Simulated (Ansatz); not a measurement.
Task: Predict a relaxed structure of diborane mono F (B2H5F), charge 0, singlet, at PBE-D4/def2-TZVP (Ansatz).

Result: 
```xyz
8

B     0.229    0.543   -0.657
F    -0.380    0.412   -1.853
H     1.068    1.386   -0.503
H     0.717   -0.659   -0.213
B    -0.222   -0.541    0.671
H    -1.063   -1.370    0.476
H     0.336   -0.401    1.720
H    -0.684    0.629    0.361
```
Point group Cs (tolerance 0.1 Å). This is one stationary point.
